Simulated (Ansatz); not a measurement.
in.yaml

```yaml
crystal:
  periodic: [false, false, false]
  atoms:
    - {symbol: Ge, position_ang: [0.000000, 0.000000, 0.000000]}
    - {symbol: H, position_ang: [0.000000, 0.000000, 3.039000]}
basis:
  gaussian: {orbitals: aug-cc-pVDZ}
total_charge: -1
correlation: {method: fic_mrcisd_q, electrons: outside_noble_gas, active_space: {window: {electrons: 6, orbitals: 5}, shells: [{species: Ge, l: s, shell: 4}, {species: Ge, l: p, shell: 4}, {species: H, l: s, shell: 1}]}}
```

```sh
$ ansatz run in.yaml --threads 1 --pin off --events-out ev --progress --plain --max-ram 2393MiB
```

Output:

```
793 factors; integrals over basis functions are off by at most 1.4e-7 eV
mean field evaluation 1: about -56481.7544 eV, gradient 1.6e1 eV
mean field evaluation 2: about -56481.7507 eV, gradient 1.6e1 eV
mean field evaluation 4: about -56484.2720 eV, gradient 1.8e0 eV
mean field evaluation 8: about -56484.3379 eV, gradient 1.6e-3 eV
mean field evaluation 16: about -56484.2999 eV, gradient 1.4e0 eV
mean field evaluation 32: about -56482.0911 eV, gradient 9.0e0 eV
mean field evaluation 64: about -56474.7065 eV, gradient 1.9e1 eV
mean field evaluation 96: about -56484.3369 eV, gradient 1.9e-1 eV
mean field -56484.33791766 eV, -2075.7611320147 hartree, gradient 2.0e-6 eV, S^2 0.000000; 8 other end points of the search recorded, 0 dependent functions left out; unrestricted orbitals would lower it
reference -56484.33791766 eV, -2075.7611320147 hartree; 17, 17 occupied and 28, 28 virtual orbitals, 793 factors
state -56485.65153247 eV, -2075.8094064686 hartree
contracted CI cycle   1: correlation 0.00000000 eV, 0.0000000000 hartree, residual 8.54e0 eV
contracted CI cycle   2: correlation -2.11744120 eV, -0.0778145289 hartree, residual 1.87e0 eV
contracted CI cycle   3: correlation -2.22378108 eV, -0.0817224474 hartree, residual 4.83e-1 eV
contracted CI cycle   4: correlation -2.23119739 eV, -0.0819949918 hartree, residual 2.02e-1 eV
contracted CI cycle   5: correlation -2.23248173 eV, -0.0820421905 hartree, residual 7.23e-2 eV
contracted CI cycle   6: correlation -2.23264560 eV, -0.0820482124 hartree, residual 2.81e-2 eV
contracted CI cycle   7: correlation -2.23266994 eV, -0.0820491068 hartree, residual 9.48e-3 eV
contracted CI cycle   8: correlation -2.23267276 eV, -0.0820492106 hartree, residual 3.15e-3 eV
contracted CI cycle   9: correlation -2.23267304 eV, -0.0820492210 hartree, residual 1.03e-3 eV
contracted CI cycle  10: correlation -2.23267307 eV, -0.0820492220 hartree, residual 3.34e-4 eV
contracted CI cycle   1: correlation 0.00000000 eV, 0.0000000000 hartree, residual 8.54e0 eV
contracted CI cycle   2: correlation -2.11744120 eV, -0.0778145289 hartree, residual 1.87e0 eV
contracted CI cycle   3: correlation -2.22378108 eV, -0.0817224474 hartree, residual 4.83e-1 eV
contracted CI cycle   4: correlation -2.23119739 eV, -0.0819949918 hartree, residual 2.02e-1 eV
contracted CI cycle   5: correlation -2.23248173 eV, -0.0820421905 hartree, residual 7.23e-2 eV
contracted CI cycle   6: correlation -2.23264560 eV, -0.0820482124 hartree, residual 2.81e-2 eV
contracted CI cycle   7: correlation -2.23266994 eV, -0.0820491068 hartree, residual 9.48e-3 eV
contracted CI cycle   8: correlation -2.23267276 eV, -0.0820492106 hartree, residual 3.15e-3 eV
contracted CI cycle   9: correlation -2.23267304 eV, -0.0820492210 hartree, residual 1.03e-3 eV
contracted CI cycle  10: correlation -2.23267307 eV, -0.0820492220 hartree, residual 3.34e-4 eV
state -56485.65153247 eV, -2075.8094064686 hartree; corrected -56488.07260625 eV, -2075.8983792889 hartree
Total energy: -56488.07260625 eV, -2075.8983792889 hartree
Checks for a lower state left out: starts, orbital_swaps
```

Natural occupations: 1.9985 1.8217 1.0000 1.0000 0.1798.

For the same geometry and basis full CI lies 18.5 meV higher.

Ran on 1 thread of Arm Neoverse N1, shared host: 4.6 s wall, 0.18 GiB peak host memory.
